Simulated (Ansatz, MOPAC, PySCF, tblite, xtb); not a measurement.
Scan of H2Li, doublet: collinear Li-H-H surface. Scanned: Li-H distance and H-H distance.

- GFN2-xTB, 300 K electronic temperature (tblite)
- UHF/def2-SVP (PySCF)
- FCI/cc-pVQZ = full CI/cc-pVQZ, frozen core (Ansatz, a quantum-chemistry and plane-wave program)
- UHF/cc-pVQZ (Ansatz)
- MP2/cc-pVQZ = MP2 on UHF/cc-pVQZ, frozen core run with Ansatz
- CCSD/cc-pVQZ = CCSD on UHF/cc-pVQZ, frozen core (Ansatz)
- CCSD(T)/cc-pVQZ = CCSD(T) on UHF/cc-pVQZ, frozen core (Ansatz)
- UKS-B3LYP/cc-pVQZ = unrestricted B3LYP/cc-pVQZ (Ansatz)
- UKS-PBE0/cc-pVQZ = unrestricted PBE0/cc-pVQZ (Ansatz)
- UKS-PBE/cc-pVQZ = unrestricted PBE/cc-pVQZ (Ansatz)
- PM7, unrestricted, heats of formation (MOPAC)
- AM1, unrestricted, heats of formation (MOPAC)
- GFN1-xTB (xtb)
- UKS-B3LYP/6-31G* = unrestricted B3LYP/6-31G*, spherical d in PySCF 2.14.0
- UKS-BP86/6-31G* = unrestricted BP86/6-31G*, spherical d (PySCF)
- UHF/LANL2DZ = unrestricted Hartree-Fock/LANL2DZ (PySCF 2.14.0)
- UKS-B3LYP/LANL2DZ = unrestricted B3LYP/LANL2DZ run with PySCF 2.14.0

Energies in eV at chosen points (x: Li-H distance (Å); y: H-H distance (Å)), relative to x = 4.08, y = 0.75:

| method | (1.60, 1.49) | (2.22, 1.77) | (2.01, 0.79) | (1.60, 0.79) | (4.64, 1.77) | (2.22, 1.12) | (2.01, 1.36) |
|---|---|---|---|---|---|---|---|
| GFN2-xTB | -0.467 | 0.107 | -0.195 | -0.206 | 2.202 | -0.154 | -0.213 |
| UHF | 2.241 | 2.725 | 0.361 | 0.688 | 3.282 | 1.536 | 2.251 |
| FCI/cc-pVQZ | 2.109 | 2.699 | 0.275 | 0.585 | 3.688 | 1.296 | 2.029 |
| UHF/cc-pVQZ | 2.300 | 2.802 | 0.357 | 0.682 | 3.362 | 1.579 | 2.310 |
| MP2/cc-pVQZ | 2.236 | 2.950 | 0.303 | 0.618 | 4.126 | 1.472 | 2.317 |
| CCSD/cc-pVQZ | 2.131 | 2.725 | 0.280 | 0.590 | 3.690 | 1.309 | 2.060 |
| CCSD(T)/cc-pVQZ | 2.116 | 2.710 | 0.276 | 0.586 | 3.689 | 1.299 | 2.040 |
| UKS-B3LYP/cc-pVQZ | 1.916 | 2.574 | 0.201 | 0.495 | 3.870 | 1.153 | 1.806 |
| UKS-PBE0/cc-pVQZ | 1.990 | 2.631 | 0.207 | 0.509 | 3.882 | 1.168 | 1.861 |
| UKS-PBE/cc-pVQZ | 1.863 | 2.484 | 0.161 | 0.455 | 3.690 | 1.018 | 1.667 |
| PM7 | 3.745 | 5.068 | 0.363 | 0.749 | 6.015 | 2.203 | 3.797 |
| AM1 | 1.953 | 3.255 | -0.195 | 0.089 | 4.288 | 1.533 | 2.318 |
| GFN1-xTB | 0.292 | 1.025 | -0.259 | -0.241 | 3.352 | 0.487 | 0.625 |
| UKS-B3LYP/6-31G* | 2.009 | 2.604 | 0.210 | 0.531 | 3.876 | 1.159 | 1.834 |
| UKS-BP86/6-31G* | 1.944 | 2.501 | 0.183 | 0.517 | 3.711 | 1.017 | 1.677 |
| UHF/LANL2DZ | 2.366 | 2.776 | 0.338 | 0.669 | 3.304 | 1.571 | 2.297 |
| UKS-B3LYP/LANL2DZ | 2.025 | 2.638 | 0.196 | 0.505 | 3.925 | 1.157 | 1.849 |
